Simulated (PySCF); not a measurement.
Gas-phase reaction: AlH2Cl + 3 Cl + Al ⇌ 2 AlHCl2

Energies from PySCF (xtb for GFN2), thermal terms from the rigid-rotor harmonic-oscillator model, ideal gas at 1 bar. † marks an energy on the PBE0/def2-TZVP geometry and frequencies; other levels use their own. 6-31G* has spherical d functions here. Open shells (unrestricted): Cl (multiplicity 2), Al (multiplicity 2); the rest are closed-shell singlets. GFN2 has no spin-polarisation term. Spin-orbit splitting is ignored; it lowers the true energy and changes the entropy of Cl, Al. AlH2Cl, AlHCl2: computed as isolated molecules; such fragments, hydroxides, amides, oligomers or adducts are transient or little studied in the gas.

PBE0/def2-QZVP† gives ΔH°(298 K) = -1287 kJ.

### Question
What do HF/6-31G*, GFN2-xTB, HF/def2-TZVP† give?

### Answer
HF/6-31G*: -992 kJ; GFN2-xTB: -1532 kJ; HF/def2-TZVP†: -1027 kJ. For scale, ΔH°(298 K) is -1287 kJ at this level, -1313 kJ at ωB97M-V/def2-TZVP†, and runs from -1532 to -992 kJ over the 20 levels computed.
